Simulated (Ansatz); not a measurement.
```yaml
crystal:
  periodic: [false, false, false]
  atoms:
    - {symbol: B, position_ang: [-2.858215, -0.254549, -1.148306]}
    - {symbol: S, position_ang: [-0.951174, 1.076765, 2.046674]}
    - {symbol: B, position_ang: [2.836278, 0.280253, 1.248000]}
    - {symbol: H, position_ang: [-1.521428, -1.346107, -3.117918]}
    - {symbol: H, position_ang: [-5.466699, 0.011737, -1.179330]}
    - {symbol: H, position_ang: [4.607306, 0.962515, 3.057430]}
    - {symbol: H, position_ang: [3.488791, -0.880215, -1.007087]}
basis:
  gaussian: {orbitals: pcseg-2, point_charges: [{charge: 1.00, position_ang: [6.849, 0.338, 0.231]}]}
hamiltonian: {xc: {name: BLYP}, dispersion: d3bj}
```

```sh
$ ansatz run in.yaml --threads 2 --pin off --events-out ev --progress --plain --max-ram 4352MiB
```

Shortened log:

```
Functional definition: BLYP
814 factors; their error is unknown
mean field evaluation 1: about -12192.7976 eV, gradient 5.4e1 eV
mean field evaluation 2: about -11703.1861 eV, gradient 2.0e2 eV
mean field evaluation 4: about -11950.2961 eV, gradient 1.5e2 eV
mean field evaluation 8: about -12226.3159 eV, gradient 2.2e1 eV
mean field evaluation 16: about -12230.3577 eV, gradient 1.2e-4 eV
mean field -12230.35770442 eV, -449.4573556031 hartree, gradient 7.7e-6 eV, S^2 0.000000; 10 other end points of the search recorded, 0 dependent functions left out
reference -12230.35825229 eV, -449.4573757372 hartree; 15, 15 occupied and 135, 135 virtual orbitals, 814 factors
Total energy: -12230.54139364 eV, -449.4641060575 hartree
```

In this input the geometry is stretched to more than twice its size. The run converged. The result belongs to that input, not to the molecule as meant.
